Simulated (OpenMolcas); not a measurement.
# BN (SMILES B#N): levels of theory compared

Aim: a comparison of 3 runs (UHF/STO-3G, UB3LYP/STO-3G, USVWN5/STO-3G) of BN. 

The results are computed with OpenMolcas 26.06.

## 1. The structure to begin with

The species is BN (2 atoms), meant as a triplet with charge 0. As SMILES, `B#N`. The B1–N2 distance was set to 2.631 Å, away from the relaxed value.

## 2. The energy at UHF/STO-3G (run 1)

File job.input:

```
* BN Hartree-Fock

&GATEWAY
  BasLib=$CurrDir
  Coord
  2
  angstrom
  B        0.000000       0.000000      -1.338950
  N        0.000000       0.000000       1.291950
  Basis=STO-3G
  Group=NoSym

&SEWARD

&SCF
  UHF
  Spin=3
  Thresholds=1e-10 1e-07 1e-07 1e-05
  PrOrbitals=1 1
```

The basis set STO-3G is read from a file made from the Basis Set Exchange's data (not shown).

Launch:

```sh
$ export MOLCAS_MEM=1860
$ pymolcas job.input > job.log
```

Output:

```text
--- Start Module: gateway ---
[...]
--- Stop Module: gateway /rc=_RC_ALL_IS_WELL_ ---
--- Start Module: seward ---
[...]
      Basis functions           10
--- Stop Module: seward /rc=_RC_ALL_IS_WELL_ ---
[...]
--- Start Module: scf ---
[...]
       Convergence after  16 Iterations
[...]
::    Total SCF energy                                -77.8683030797
[...]
      Total spin, S                                     1.2832030628
[...]
      Total electronic charge=   12.000000
      Total            charge=   -0.000000
[...]
      Dipole Moment (debye):
      Origin of the operator (angstrom)=    0.0000    0.0000    0.1339
                   X=  3.0359E-16               Y=  1.0180E-15               Z= -2.5272E-01           Total=  2.5272E-01
      Quadrupole Moment (debye*angstrom):
[...]
--- Stop Module: scf /rc=_RC_ALL_IS_WELL_ ---
[...]
```

Run time: 6 s. Hardware: 1 thread of AMD EPYC, shared host; peak memory 0.37 GiB.

## 3. A single-point energy at UB3LYP/STO-3G (run 2)

File job.input:

```
>>> EXPORT MOLCAS_PRINT=2

&gateway
  baslib=$CurrDir
  coord
  2
  angstrom
  B        0.000000       0.000000      -1.338950
  N        0.000000       0.000000       1.291950
  basis=STO-3G
  group=NoSym

&seward
  gridinput
  Grid=UltraFine
  End of Grid

&scf
  uhf
  spin=3
  ksdft=B3LYP
  thresholds=1e-10 1e-07 1e-07 1e-05
  prorbitals=1 1
```

The basis set STO-3G is read from a file made from the Basis Set Exchange's data (not shown).

Launch:

```sh
$ export MOLCAS_MEM=1860
$ pymolcas job.input > job.log
```

Output:

```text
--- Start Module: gateway ---
[...]
--- Stop Module: gateway /rc=_RC_ALL_IS_WELL_ ---
--- Start Module: seward ---
[...]
      Basis functions           10
--- Stop Module: seward /rc=_RC_ALL_IS_WELL_ ---
[...]
--- Start Module: scf ---
[...]
       Convergence after  18 Iterations
[...]
::    Total KS-DFT energy                             -78.1895773068
[...]
      Total spin, S                                     1.2080228372
[...]
      Total electronic charge=   12.000000
      Total            charge=   -0.000000
[...]
      Dipole Moment (debye):
      Origin of the operator (angstrom)=    0.0000    0.0000    0.1339
                   X= -1.5114E-16               Y=  1.4961E-16               Z= -1.2540E+00           Total=  1.2540E+00
      Quadrupole Moment (debye*angstrom):
[...]
--- Stop Module: scf /rc=_RC_ALL_IS_WELL_ ---
[...]
```

It took 14 s on 1 thread of AMD EPYC, shared host; peak memory 0.37 GiB.

## 4. A single-point energy at USVWN5/STO-3G (run 3)

File job.inp:

```
&gateway
baslib=$CurrDir
coord
2
angstrom
B        0.000000       0.000000      -1.338950
N        0.000000       0.000000       1.291950
basis=STO-3G
group=NoSym
&seward
gridinput
Grid=UltraFine
End of Grid
&scf
uhf
spin=3
ksdft=SVWN5
thresholds=1e-10 1e-07 1e-07 1e-05
prorbitals=1 1
```

The basis set STO-3G is read from a file made from the Basis Set Exchange's data (not shown).

Launch:

```sh
$ export MOLCAS_MEM=1860
$ pymolcas job.inp > job.log
```

Output:

```text
--- Start Module: gateway ---
[...]
--- Stop Module: gateway /rc=_RC_ALL_IS_WELL_ ---
--- Start Module: seward ---
[...]
      Basis functions           10
--- Stop Module: seward /rc=_RC_ALL_IS_WELL_ ---
[...]
--- Start Module: scf ---
[...]
       Convergence after  19 Iterations
[...]
::    Total KS-DFT energy                             -77.4088550680
[...]
      Total spin, S                                     1.1408588228
[...]
      Total electronic charge=   12.000000
      Total            charge=   -0.000000
[...]
      Dipole Moment (debye):
      Origin of the operator (angstrom)=    0.0000    0.0000    0.1339
                   X=  1.4637E-15               Y= -8.6150E-16               Z= -1.5218E+00           Total=  1.5218E+00
      Quadrupole Moment (debye*angstrom):
[...]
--- Stop Module: scf /rc=_RC_ALL_IS_WELL_ ---
[...]
```

It took 11 s on 1 thread of AMD EPYC, shared host; peak memory 0.37 GiB.

## 5. Overview of the runs

| run | level | integration grid | energy (Eh) | dipole moment (D) | HOMO energy (eV) | LUMO energy (eV) | wall time |
| --- | --- | --- | --- | --- | --- | --- | --- |
| 1 | UHF/STO-3G | – | -77.868303 | 0.25 | -5.46 | 7.67 | 6 s |
| 2 | UB3LYP/STO-3G | UltraFine | -78.189577 | 1.25 | -2.02 | 1.12 | 14 s |
| 3 | USVWN5/STO-3G | UltraFine | -77.408855 | 1.52 | -0.92 | -0.42 | 11 s |

## 6. Outcome

```
                                 quantity         value
                      run 3: total energy  -77.40886 Eh
                     run 3: dipole moment        1.52 D
run 3: HOMO energy (highest over α and β)      -0.92 eV
 run 3: LUMO energy (lowest over α and β)      -0.42 eV
                              run 3: ⟨S²⟩         2.442
```

What this shows: The dipole moment (its size) runs from 0.25 D (UHF/STO-3G) to 1.52 D (USVWN5/STO-3G). Totals of different functionals can't be ranked against each other. In runs 1, 2, 3 the basis is minimal, so the values are rough. Spin contamination of the reference: run 1 ⟨S²⟩ = 2.93, run 2 ⟨S²⟩ = 2.67, run 3 ⟨S²⟩ = 2.44. Where it is this large, the reference is a mixture of spin states, and values that rest on it are in doubt. All runs together took 32 s, the longest 14 s.
